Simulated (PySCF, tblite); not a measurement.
Complex of hydrogen fluoride and phosphine

A gas-phase complex of hydrogen fluoride and phosphine; neutral, singlet. The structure comes from a short search (6 tight-binding starts) and was relaxed by PBE0-D3(BJ)/def2-TZVPD; another way of binding may lie lower. Frequencies by PBE0-D3(BJ)/def2-TZVPD show no clear imaginary mode.

```
part               name  SMILES  atoms  charge  multiplicity
   1  hydrogen fluoride       F    1–2       0             1
   2          phosphine       P    3–6       0             1
```

```xyz
6

F    -0.257   -0.172    0.384
H    -0.176    0.294   -0.426
P     0.021    1.517   -2.332
H    -0.353    2.881   -2.287
H     1.270    1.743   -2.957
H    -0.676    1.228   -3.529
```
Atom numbers follow the order of the file, from 1.

Contacts between parts, classed by geometry: H2···P3 2.274 Å (hydrogen bond, 177°).

Interaction energies are complex less parts, with the parts frozen as they stand in it; counterpoise-corrected, in kcal/mol (PySCF). The CCSD(T) estimate is Hartree-Fock/aug-cc-pVQZ, plus the MP2 correlation part extrapolated as X⁻³ from aug-cc-pVTZ and aug-cc-pVQZ, plus CCSD(T) less MP2 in aug-cc-pVDZ; noble-gas cores are frozen. It isn't the exact limit.

How strongly do the parts interact, level by level?


```json
{"level": "Hartree-Fock/aug-cc-pVQZ", "interaction": "-3.29", "superposition error removed": "-"}
{"level": "wB97M-D3(BJ)/def2-TZVPD", "interaction": "-5.06", "superposition error removed": "-0.07"}
{"level": "PBE0-D3(BJ)/def2-TZVPD", "interaction": "-6.31", "superposition error removed": "-0.05"}
{"level": "MP2/aug-cc-pVQZ", "interaction": "-5.15", "superposition error removed": "-0.28"}
{"level": "CCSD(T), estimated basis limit", "interaction": "-4.97", "superposition error removed": "-"}
```

What holds them together? Decompose the wB97M-D3(BJ)/def2-TZVPD energy: frozen parts, their antisymmetrised product, then relaxation.

electrostatic -7.6, Pauli repulsion +9.1, orbital relaxation -6.0, dispersion correction -0.7 kcal/mol, which sum to the value before the counterpoise correction; the Pauli term holds the exchange-correlation of the frozen density too. Of the attraction, 53 % is electrostatic, 42 % is orbital relaxation, 5 % is dispersion correction.

The parts were also relaxed and run alone, at the levels used for the complex: vibrations by PBE0-D3(BJ)/def2-TZVPD; shieldings by PBE0/pcSseg-2; core levels by delta-SCF with SCAN, pcX-2 on the ionised atom and pcseg-1 elsewhere, spin-free X2C (2p3/2 is the spin-free 2p value less a third of a first-order spin-orbit splitting).

Values alone: F1–H2 bond (Å): 0.921; stretch carried by H2 (cm⁻¹, harmonic): 4145; its infrared intensity (km/mol): 115; shielding of H2 (ppm): 29.16; shielding of P3 (ppm): 580.8; shielding of F1 (ppm): 410.5; F1 1s core level (eV): 694.11; P3 2p3/2 core level (eV): 137.07.

What does binding change?


```json
{"property": "F1–H2 bond (Å)", "alone": "0.921", "in the complex": "0.938", "change": "+0.017"}
{"property": "stretch carried by H2 (cm⁻¹, harmonic)", "alone": "4145", "in the complex": "3750", "change": "-395"}
{"property": "its infrared intensity (km/mol)", "alone": "115", "in the complex": "1121", "change": ""}
{"property": "shielding of H2 (ppm)", "alone": "29.16", "in the complex": "26.00", "change": "-3.16"}
{"property": "shielding of P3 (ppm)", "alone": "580.8", "in the complex": "561.2", "change": "-19.6"}
{"property": "shielding of F1 (ppm)", "alone": "410.5", "in the complex": "367.0", "change": "-43.5"}
{"property": "F1 1s core level (eV)", "alone": "694.11", "in the complex": "692.19", "change": "-1.92"}
{"property": "P3 2p3/2 core level (eV)", "alone": "137.07", "in the complex": "137.80", "change": "+0.72"}
```

What are the binding energy from relaxed parts (wB97M-D3(BJ)/def2-TZVPD), and ΔH and ΔG of association at 298.15 K and 1 atm?

-4.76 kcal/mol, -2.92 with zero-point energy; ΔH -3.6 and ΔG +3.6 kcal/mol, from harmonic vibrations by PBE0-D3(BJ)/def2-TZVPD with low modes damped.
